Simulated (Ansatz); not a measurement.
# NH3 (ammonia) at 6 levels

Aim: a comparison of 6 runs (HSE06/3-21G, UPBE0/6-31G, revPBE/3-21G, UMP2/3-21G, BCCD(T)/3-21G, CCSDT(Q)/6-31G) of NH3 (ammonia). 

The results are computed with Ansatz 0.2.0.

48 further runs of the same task are left out: 48 set aside as unsound or not needed.

**1. The system as given**

NH3 has 4 atoms, charge 0, and is taken as a singlet. As SMILES, `N`. The H2–N1 distance was set to 1.519 Å, away from the relaxed value. At this shape a bond of the SMILES string is far longer than usual.

Bond lengths: N1–H3 1.013 Å, N1–H4 1.013 Å. Angles: H3–N1–H4 107.1°. A long bond or contact: N1–H2 1.519 Å.

**2. A single-point energy at HSE06/3-21G (run 1)**

Input file in.yaml:

```yaml
basis:
  gaussian: {orbitals: 3-21G.json}
crystal:
  periodic: [false, false, false]
  atoms:
    - symbol: "N"
      position_ang: [-0.350120, 0.525135, -0.208218]
    - symbol: H
      position_ang: [0.490470, -0.301820, 0.749180]
    - symbol: H
      position_ang: [-1.167690, -0.026275, -0.438058]
    - symbol: H
      position_ang: [0.186710, 0.629945, -1.060348]
hamiltonian: {xc: {name: HSE06}}
accuracy: high
```

The basis set 3-21G is read from a file made from the Basis Set Exchange's data (not shown).

Launch:

```console
$ ansatz run in.yaml --threads 1 --pin off --max-ram 3480MiB --events-out events.jsonl --progress --plain --runs-dir runs
```

Log:

```text
Warning: RAYON_NUM_THREADS=1 ignored (pool sized by the plan → 1); use --threads N
Functional definition: HSE06
  name "HSE06"
  parameter a = 0.25
  parameter omega = 0.11/bohr
  exchange = pbe_x - a*pbe_x_sr(omega) + a*exact_x_sr(omega)
  correlation = pbe_c
290 factors; integrals over basis functions are off by at most 5.0e-9 eV
55 factors; integrals over basis functions are off by at most 4.0e-10 eV
mean field evaluation 1: about -1522.2113 eV, gradient 4.1e1 eV
mean field evaluation 2: about -1515.9253 eV, gradient 6.1e1 eV
mean field evaluation 4: about -1525.9545 eV, gradient 9.8e-1 eV
mean field evaluation 8: about -1525.9498 eV, gradient 3.7e-3 eV
mean field evaluation 16: about -1525.9498 eV, gradient 1.1e-7 eV
mean field -1525.94978171 eV, -56.0776201518 hartree, gradient 4.5e-9 eV, S^2 0.000000; 0 other end points of the search recorded, 0 dependent functions left out
reference -1525.94978303 eV, -56.0776202005 hartree; 5, 5 occupied and 10, 10 virtual orbitals, 290 factors
Total energy: -1525.94978303 eV, -56.0776202005 hartree
```

It took 0.34 s on 1 thread of Intel Xeon 6975P-C (Granite Rapids), shared host.

**3. A single-point energy at UPBE0/6-31G (run 2)**

Input file in.yaml:

```yaml
crystal:
  periodic: [false, false, false]
  atoms:
    - {symbol: N, position_ang: [-0.350120, 0.525135, -0.208218]}
    - {symbol: H, position_ang: [0.490470, -0.301820, 0.749180]}
    - {symbol: H, position_ang: [-1.167690, -0.026275, -0.438058]}
    - {symbol: H, position_ang: [0.186710, 0.629945, -1.060348]}
basis:
  gaussian:
    orbitals: 6-31G
magnetization:
  spin_polarized: true
  initial_magnetization: 0
hamiltonian:
  xc: pbe0
accuracy: high
```

Launch:

```console
$ ansatz run in.yaml --threads 1 --pin off --max-ram 3480MiB --events-out events.jsonl --progress --plain --runs-dir runs
```

Log:

```text
Warning: RAYON_NUM_THREADS=1 ignored (pool sized by the plan → 1); use --threads N
Functional definition: PBE0
  name "PBE0"
  parameter a = 0.25
  parameter kappa = 0.804
  parameter beta = 0.06672455060314922
  exchange = (1 - a)*pbe_x(kappa = kappa, mu = beta*pi^2/3) + a*exact_x
  correlation = pbe_c(beta = beta)
349 factors; integrals over basis functions are off by at most 9.2e-9 eV
mean field evaluation 1: about -1529.0929 eV, gradient 3.3e1 eV
mean field evaluation 2: about -1521.6998 eV, gradient 4.8e1 eV
mean field evaluation 4: about -1534.0594 eV, gradient 5.6e-1 eV
mean field evaluation 8: about -1534.0565 eV, gradient 2.1e-3 eV
mean field evaluation 16: about -1534.0565 eV, gradient 7.5e-9 eV
mean field -1534.05649915 eV, -56.3755365229 hartree, gradient 2.5e-8 eV, S^2 0.000000; 0 other end points of the search recorded, 0 dependent functions left out
reference -1534.05650035 eV, -56.3755365669 hartree; 5, 5 occupied and 10, 10 virtual orbitals, 349 factors
Total energy: -1534.05650035 eV, -56.3755365669 hartree
```

Wall time 0.46 s (1 thread of Intel Xeon 6975P-C (Granite Rapids), shared host).

Runs 3 to 4 aren't shown in full; the table further down has their settings and results.

**4. The energy at BCCD(T)/3-21G (run 5)**

Input file input.yaml:

```yaml
crystal:
  periodic: [false, false, false]
  atoms:
    - {symbol: "N", position_ang: [-0.350120, 0.525135, -0.208218]}
    - {symbol: H, position_ang: [0.490470, -0.301820, 0.749180]}
    - {symbol: H, position_ang: [-1.167690, -0.026275, -0.438058]}
    - {symbol: H, position_ang: [0.186710, 0.629945, -1.060348]}
basis:
  gaussian:
    orbitals: 3-21G.json
correlation:
  method: bccd_t
  frozen_orbitals: {H: 0, "N": 1}
accuracy: high
scf:
  omitted_lower_state_checks: [cluster_reference, increment]
```

The basis set 3-21G is read from a file made from the Basis Set Exchange's data (not shown).

Launch:

```console
$ ansatz run input.yaml --threads 1 --pin off --max-ram 3480MiB --events-out events.jsonl --progress --plain --runs-dir runs
```

Log, cut to the lines that bear on the results:

```text
Warning: RAYON_NUM_THREADS=1 ignored (pool sized by the plan → 1); use --threads N
Functional definition: HF
  name "HF"
[...]
290 factors; integrals over basis functions are off by at most 5.0e-9 eV
[...]
mean field -1517.82649314 eV, -55.7790948033 hartree, gradient 2.0e-8 eV, S^2 0.000000; 0 other end points of the search recorded, 0 dependent functions left out; unrestricted orbitals would lower it
1 core orbitals not correlated: weight in the atoms' cores, before any rotation towards them, 1.000 or more for the frozen orbitals, at most 0.000 for the correlated occupied ones
reference -1517.82649314 eV, -55.7790948033 hartree; 4, 4 occupied and 10, 10 virtual orbitals, 290 factors
second order -3.41292969 eV of doubles, -0.00000000 eV of singles
cycle   1  -3.66887913 eV  change   -2.6e-1 eV  update   5.8e-2
[...]
cycle  21  -3.93928190 eV  change  -4.4e-10 eV  update  8.3e-10
perturbative correction -0.09685893 eV, -0.0035595002 hartree
Total energy: -1521.86263398 eV, -55.9274202432 hartree
Checks for a lower state left out: cluster_reference, increment
```

It took 0.1 s on 1 thread of Intel Xeon 6975P-C (Granite Rapids), shared host.

**5. A single-point energy at CCSDT(Q)/6-31G (run 6)**

Input file job.yaml:

```yaml
basis:
  gaussian:
    orbitals: 6-31G
crystal:
  periodic: [false, false, false]
  atoms:
    - {symbol: "N", position_ang: [-0.350120, 0.525135, -0.208218]}
    - {symbol: H, position_ang: [0.490470, -0.301820, 0.749180]}
    - {symbol: H, position_ang: [-1.167690, -0.026275, -0.438058]}
    - {symbol: H, position_ang: [0.186710, 0.629945, -1.060348]}
correlation:
  method: ccsdt_q
  frozen_orbitals: {H: 0, "N": 1}
accuracy: high
scf:
  omitted_lower_state_checks: [cluster_reference, increment]
```

Launch:

```console
$ ansatz run job.yaml --threads 1 --pin off --max-ram 3480MiB --events-out events.jsonl --progress --plain --runs-dir runs
```

Log, cut to the lines that bear on the results:

```text
Warning: RAYON_NUM_THREADS=1 ignored (pool sized by the plan → 1); use --threads N
Functional definition: HF
  name "HF"
[...]
349 factors; integrals over basis functions are off by at most 9.2e-9 eV
[...]
mean field -1525.64564027 eV, -56.0664431603 hartree, gradient 2.5e-8 eV, S^2 0.000000; 0 other end points of the search recorded, 0 dependent functions left out; unrestricted orbitals would lower it
1 core orbitals not correlated: weight in the atoms' cores, before any rotation towards them, 1.000 or more for the frozen orbitals, at most 0.000 for the correlated occupied ones
reference -1525.64564027 eV, -56.0664431603 hartree; 4, 4 occupied and 10, 10 virtual orbitals, 349 factors
second order -3.55684777 eV of doubles, -0.00000000 eV of singles
cycle   1  -3.78905633 eV  change   -2.3e-1 eV  update   6.3e-2
[...]
cycle  22  -4.15049291 eV  change   2.9e-10 eV  update  3.3e-10
perturbative correction -0.01197129 eV, -0.0004399369 hartree
Total energy: -1529.80810447 eV, -56.2194108982 hartree
Checks for a lower state left out: cluster_reference, increment
```

Wall time 0.2 s (1 thread of Intel Xeon 6975P-C (Granite Rapids), shared host).

**6. Overview of the runs**

```
run           level  frozen core orbitals  energy (Eh)  wall time
  1     HSE06/3-21G                     –   -56.077620     0.34 s
  2     UPBE0/6-31G                     –   -56.375537     0.46 s
  3    revPBE/3-21G                     –   -56.137743      0.4 s
  4      UMP2/3-21G                     1   -55.894534     0.14 s
  5   BCCD(T)/3-21G                     1   -55.927420      0.1 s
  6  CCSDT(Q)/6-31G                     1   -56.219411      0.2 s
```

**7. What came out**

| quantity | value |
| --- | --- |
| run 6: total energy | -56.21941 Eh |
| run 6: correlation energy (1 core orbital frozen) | -153.0 mEh |
| run 6: T1 diagnostic | 0.013 |

In words: Totals of different functionals can't be ranked against each other. In runs 5, 6 the log says that unrestricted orbitals would lower the reference, so the values rest on an unstable closed-shell determinant (other closed-shell runs at this shape may share the fault). Spin contamination of the reference: run 4 ⟨S²⟩ = 0.19. All runs together took 1.6 s, the longest 0.46 s.
